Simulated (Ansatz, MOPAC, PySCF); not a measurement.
Barrier height from CH3Cl2, charge -1 to the transition structure CH3Cl2, without zero-point energy, on the benchmark's geometries as Psi4's copy of the set gives them.
Transition structure (charge -1, multiplicity 1):
```xyz
6

Cl     2.3226    -0.0001     0.0001
C     -0.0001     0.0005    -0.0005
H      0.0001    -0.7443    -0.7676
H     -0.0003    -0.2914     1.0280
H      0.0001     1.0372    -0.2620
Cl    -2.3225    -0.0001     0.0001
```
Reactant (charge -1, multiplicity 1):
```tsv
atom	x (Å)	y (Å)	z (Å)
Cl	0.0000	0.0000	-2.3847
C	0.0000	0.0000	-0.5663
H	0.0000	1.0251	-0.2244
H	-0.8877	-0.5125	-0.2244
H	0.8877	-0.5125	-0.2244
Cl	0.0000	0.0000	2.6242
```

Open shells are unrestricted; no spin–orbit coupling.

The state reached by PM3 isn't checked.

The values were computed with Ansatz (a quantum-chemistry and plane-wave program) with Gaussian orbitals; MOPAC for PM3 (differences of heats of formation); PySCF for the dispersion terms. Each number belongs to the level named beside it.

Problem. One of these levels gives 0.287 eV for the barrier height. Name it.
(A) revPBE-D4/def2-TZVPPD
(B) B3LYP-D3(BJ)/def2-TZVPPD
(C) BLYP-D4/def2-TZVPPD
(D) PM3

Solution. A, revPBE-D4/def2-TZVPPD. The others give 0.533 (PM3), 0.223 (BLYP-D4/def2-TZVPPD), 0.382 (B3LYP-D3(BJ)/def2-TZVPPD)
